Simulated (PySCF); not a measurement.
# AlH (SMILES [AlH]): levels of theory compared

Wanted: a comparison of 6 runs (HF/STO-3G, HF/3-21G, HF/def2-SVP, B3LYP/6-31G*, TPSSh/6-31G**, MP2/def2-SVP) of AlH. 

The results are computed with PySCF 2.14.0.

## 1. The system as given

The species is AlH (2 atoms), meant as a singlet with charge 0. As SMILES, `[AlH]`. The shape comes from GFN2-xTB, which is rough for such elements, and wasn't checked as a minimum.

Bond lengths: Al1–H2 1.613 Å.

## 2. Energy and gradient at HF/STO-3G (run 1)

Input file job.py:

```python
# AlH
import pyscf.grad
from pyscf import gto, scf

mol = gto.M(
    atom=[
    ('Al', (0.000000, 0.000000, 0.000000)),
    ('H', (0.000000, 0.000000, 1.613470)),
],
    max_memory=1860,
    charge=0,
    basis='sto-3g',
    verbose=3,
)

calc0 = scf.RHF(mol)
calc0.conv_tol = 1e-10
calc0.kernel()
if not calc0.converged:
    calc0 = calc0.newton().run(calc0.mo_coeff, calc0.mo_occ)

e_final = calc0.e_tot
print('E(%s) = %.9f' % ('HF', e_final))
grad = calc0.Gradients().kernel()
dip = calc0.dip_moment()
pop, q = calc0.mulliken_pop()
```

The run is started by

```
$ OMP_NUM_THREADS=1 python job.py
```

The program printed:

```text
converged SCF energy = -239.497610484302
E(HF) = -239.497610484
--------------- RHF gradients ---------------
         x                y                z
0 Al    -0.0000000000     0.0000000000    -0.0210530228
1 H     0.0000000000    -0.0000000000     0.0210530228
----------------------------------------------
Dipole moment(X, Y, Z, Debye): -0.00000,  0.00000, -1.10931
 ** Mulliken pop  **
pop of  0 Al 1s           1.99991
pop of  0 Al 2s           1.99732
pop of  0 Al 3s           1.86593
pop of  0 Al 2px          1.91978
pop of  0 Al 2py          1.91978
pop of  0 Al 2pz          1.94867
pop of  0 Al 3px          0.08022
pop of  0 Al 3py          0.08022
pop of  0 Al 3pz          0.78086
pop of  1 H 1s            1.40730
 ** Mulliken atomic charges  **
charge of    0Al =      0.40730
charge of    1H =     -0.40730
```

It took 0.54 s on 1 thread of Intel Xeon 6975P-C (Granite Rapids), shared host; peak memory 0.12 GiB.

## 3. Energy and gradient at HF/3-21G (run 2)

Input file job.py:

```python
# AlH
from pyscf import gto, scf

mol = gto.M(
    atom='''
Al     0.000000     0.000000     0.000000
H      0.000000     0.000000     3.049016
''',
    spin=0,
    unit='bohr',
    max_memory=1860,
    basis='3-21g',
    verbose=4,
)

mf = scf.RHF(mol)
mf.conv_tol = 1e-10
mf.kernel()
if not mf.converged:
    mf = mf.newton().run(mf.mo_coeff, mf.mo_occ)

energy = mf.e_tot
print('E(%s) = %.9f' % ('HF', energy))
grad = mf.nuc_grad_method().kernel()
dip = mf.dip_moment()
pop, q = mf.mulliken_pop()
```

The run is started by

```
$ OMP_NUM_THREADS=1 python job.py
```

The program printed:

```text
PySCF version 2.14.0

[INPUT] num. atoms = 2
[INPUT] num. electrons = 14
[INPUT] charge = 0
[INPUT] spin (= nelec alpha-beta = 2S) = 0
[INPUT] symmetry False subgroup None
[INPUT] Mole.unit = bohr
[INPUT] Symbol           X                Y                Z      unit          X                Y                Z       unit  Magmom
[INPUT]  1 Al     0.000000000000   0.000000000000   0.000000000000 AA    0.000000000000   0.000000000000   0.000000000000 Bohr   0.0
[INPUT]  2 H      0.000000000000   0.000000000000   1.613469782930 AA    0.000000000000   0.000000000000   3.049016000000 Bohr   0.0

nuclear repulsion = 4.2636706399704
number of shells = 9
number of NR pGTOs = 30
number of NR cGTOs = 15
basis = 3-21g
ecp = {}

******** <class 'pyscf.scf.hf.RHF'> ********
method = RHF
initial guess = minao
damping factor = 0
level_shift factor = 0
DIIS = <class 'pyscf.scf.diis.CDIIS'>
diis_start_cycle = 1
diis_space = 8
diis_damp = 0
SCF conv_tol = 1e-10
SCF conv_tol_grad = None
SCF max_cycles = 50
direct_scf = True
direct_scf_tol = 1e-13
Set gradient conv threshold to 1e-05
Initial guess from minao.
init E= -240.724144430996
  HOMO = -0.171202126750674  LUMO = 0.0032630488746887  gap/eV = 4.74744
cycle= 1 E= -241.114936350478  delta_E= -0.391  |g|= 0.0965  |ddm|= 1.06
  HOMO = -0.28460582136871  LUMO = 0.0267978964806759  gap/eV = 8.47373
cycle= 2 E= -241.121282658795  delta_E= -0.00635  |g|= 0.0207  |ddm|= 0.237
  HOMO = -0.280961530250178  LUMO = 0.0319432387624991  gap/eV = 8.51457
cycle= 3 E= -241.121684553626  delta_E= -0.000402  |g|= 0.00461  |ddm|= 0.0663
  HOMO = -0.280954015009079  LUMO = 0.0316901505957807  gap/eV = 8.50748
cycle= 4 E= -241.121708194745  delta_E= -2.36e-05  |g|= 0.000599  |ddm|= 0.0212
  HOMO = -0.280998985394594  LUMO = 0.0315957691474183  gap/eV = 8.50614
cycle= 5 E= -241.121708649313  delta_E= -4.55e-07  |g|= 0.000104  |ddm|= 0.00399
  HOMO = -0.281004885016253  LUMO = 0.0315835084415992  gap/eV = 8.50596
cycle= 6 E= -241.121708663839  delta_E= -1.45e-08  |g|= 6.56e-06  |ddm|= 0.000851
  HOMO = -0.281002352964047  LUMO = 0.0315859298291381  gap/eV = 8.50596
cycle= 7 E= -241.121708663885  delta_E= -4.57e-11  |g|= 6.74e-07  |ddm|= 3.94e-05
  HOMO = -0.281002354634331  LUMO = 0.031585996427146  gap/eV = 8.50596
Extra cycle  E= -241.121708663885  delta_E= -8.53e-14  |g|= 2.16e-07  |ddm|= 2.82e-06
converged SCF energy = -241.121708663885
E(HF) = -241.121708664

******** <class 'pyscf.grad.rhf.Gradients'> for <class 'pyscf.scf.hf.RHF'> ********
unit = Eh/Bohr
--------------- RHF gradients ---------------
         x                y                z
0 Al     0.0000000000    -0.0000000000     0.0147216419
1 H    -0.0000000000     0.0000000000    -0.0147216419
----------------------------------------------
Dipole moment(X, Y, Z, Debye): -0.00000,  0.00000,  0.76854
 ** Mulliken pop  **
pop of  0 Al 1s           1.99920
pop of  0 Al 2s           1.98927
pop of  0 Al 3s           0.85588
pop of  0 Al 4s           0.97189
pop of  0 Al 2px          1.95323
pop of  0 Al 2py          1.95323
pop of  0 Al 2pz          1.96607
pop of  0 Al 3px          0.05182
pop of  0 Al 3py          0.05182
pop of  0 Al 3pz          0.52346
pop of  0 Al 4px         -0.00504
pop of  0 Al 4py         -0.00504
pop of  0 Al 4pz          0.34733
pop of  1 H 1s            0.40307
pop of  1 H 2s            0.94383
 ** Mulliken atomic charges  **
charge of    0Al =      0.34690
charge of    1H =     -0.34690
```

Wall time 0.79 s (1 thread of Intel Xeon 6975P-C (Granite Rapids), shared host); peak memory 0.12 GiB.

Runs 3 to 5 aren't shown in full; the table further down has their settings and results.

## 4. Energy and forces at MP2/def2-SVP (run 6)

Input file job.py:

```python
import pyscf.grad
from pyscf import gto, scf, mp

molecule = gto.Mole()
molecule.atom = '''
Al     0.000000     0.000000     0.000000
H      0.000000     0.000000     3.049016
'''
molecule.unit = 'bohr'
molecule.charge = 0
molecule.max_memory = 1860
molecule.basis = 'def2-svp'
molecule.verbose = 3
molecule.build()

mf = scf.RHF(molecule)
mf.conv_tol = 1e-10
mf.kernel()
if not mf.converged:
    mf = mf.newton().run(mf.mo_coeff, mf.mo_occ)

pt = mp.MP2(mf, frozen=5).run()
e_final = pt.e_tot
print('E = %.10f Eh' % e_final)
grad = pt.Gradients().kernel()
mf.analyze()
```

The run is started by

```
$ OMP_NUM_THREADS=1 python job.py
```

The program printed:

```text
converged SCF energy = -242.372699333716
E(RMP2) = -242.422778720532  E_corr = -0.0500793868156341
E(SCS-RMP2) = -242.43079729902  E_corr = -0.0580979653036802
E = -242.4227787205 Eh
--------------- RMP2 gradients ---------------
         x                y                z
0 Al     0.0000000000    -0.0000000000     0.0065739667
1 H    -0.0000000000     0.0000000000    -0.0065739667
----------------------------------------------
**** MO energy ****
MO #1   energy= -58.4612584842498  occ= 2
MO #2   energy= -4.89537061092647  occ= 2
MO #3   energy= -3.20776861162033  occ= 2
MO #4   energy= -3.20776861162032  occ= 2
MO #5   energy= -3.20586416100363  occ= 2
MO #6   energy= -0.501221803114168 occ= 2
MO #7   energy= -0.285830251926471 occ= 2
MO #8   energy= 0.0358696540375359 occ= 0
MO #9   energy= 0.0358696540375364 occ= 0
MO #10  energy= 0.165142561136308  occ= 0
MO #11  energy= 0.212100874732791  occ= 0
MO #12  energy= 0.453363670973393  occ= 0
MO #13  energy= 0.482139168689074  occ= 0
MO #14  energy= 0.482139168689078  occ= 0
MO #15  energy= 0.611906211489969  occ= 0
MO #16  energy= 0.611906211489969  occ= 0
MO #17  energy= 0.616601356605098  occ= 0
MO #18  energy= 0.616601356605101  occ= 0
MO #19  energy= 0.679034262893072  occ= 0
MO #20  energy= 1.0126375916628    occ= 0
MO #21  energy= 1.8256405372089    occ= 0
MO #22  energy= 1.8256405372089    occ= 0
MO #23  energy= 2.31147574292601   occ= 0
 ** Mulliken atomic charges  **
charge of    0Al =      0.22729
charge of    1H =     -0.22729
Dipole moment(X, Y, Z, Debye): -0.00000,  0.00000,  0.42148
```

It took 0.91 s on 1 thread of Intel Xeon 6975P-C (Granite Rapids), shared host; peak memory 0.12 GiB.

## 5. All runs side by side

```
run                                level  Cartesian functions  integration grid  energy (Eh)  dipole moment (D) of the reference  HOMO energy (eV)  LUMO energy (eV)  wall time
  1                            HF/STO-3G                   no                 –  -239.497610                                1.11             -3.60             10.02     0.54 s
  2                             HF/3-21G                   no                 –  -241.121709                                0.77             -7.65              0.86     0.79 s
  3                          HF/def2-SVP                   no                 –  -242.372699                                0.42             -7.78              0.98     0.71 s
  4   B3LYP/6-31G* (Cartesian functions)                  yes                 5  -242.982332                                0.41             -5.57             -1.90      1.6 s
  5  TPSSh/6-31G** (spherical functions)                   no                 5  -242.969495                                0.52             -5.32             -2.13      2.8 s
  6                         MP2/def2-SVP                   no                 –  -242.422779                                0.42             -7.78              0.98     0.91 s
```

## 6. Summary of results

```
                                          quantity          value
                               run 6: total energy  -242.42278 Eh
       run 6: dipole moment (Hartree–Fock density)         0.42 D
        run 6: HOMO energy (Hartree–Fock orbitals)       -7.78 eV
        run 6: LUMO energy (Hartree–Fock orbitals)        0.98 eV
      run 6: HOMO–LUMO gap (Hartree–Fock orbitals)        8.75 eV
run 6: correlation energy (5 core orbitals frozen)      -50.1 mEh
                   run 6: largest force on an atom     0.338 eV/Å
```

What this shows: Over runs 1, 2, 3, 4, 5 the dipole moment (its size) runs from 0.41 D (B3LYP/6-31G*) to 1.11 D (HF/STO-3G). The two ends differ in method and basis. The two dipoles point in opposite directions. Over runs 1, 2, 3, 4, 5 the HOMO–LUMO gap runs from 3.19 eV (TPSSh/6-31G**) to 13.62 eV (HF/STO-3G). Totals of different functionals can't be ranked against each other. In run 1 the basis is minimal, so the values are rough. All runs together took 7.3 s, the longest 2.8 s.
